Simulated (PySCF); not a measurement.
## Working out the ionisation energy of Ne

Ne [Ne] (1S) → Ne+ [He] 2s2 2p5 (2P). All numbers are calculated (PySCF 2.14, the non-relativistic Hamiltonian (point nucleus), in def2-QZVPPD (8s5p4d2f1g, 66 functions)). Frozen: nothing. Energies in hartree (1 hartree = 27.21139 eV):

| part | Ne (lower) | Ne+ (upper) |
| --- | --- | --- |
| UHF | -128.546857 | -127.824357 |
| CCSD correlation | -0.315644 | -0.250650 |
| (T) | -0.005608 | -0.003098 |

Task: What does Hartree-Fock give?

Result: (-127.824357) − (-128.546857) = 0.722500 hartree = 19.660 eV.

Task: What do CCSD and CCSD(T) give?

Result: The CCSD correlation energies differ by 0.064994 hartree = 1.769 eV and the triples by 0.002510 hartree = 0.068 eV, so CCSD gives 21.429 eV and CCSD(T) 21.497 eV.

Measured between the centres of the two terms (NIST): 21.597 eV, so CCSD(T) (valence and next inner shell) is off by -0.100 eV.

What remains against the reference includes basis incompleteness and higher excitations.
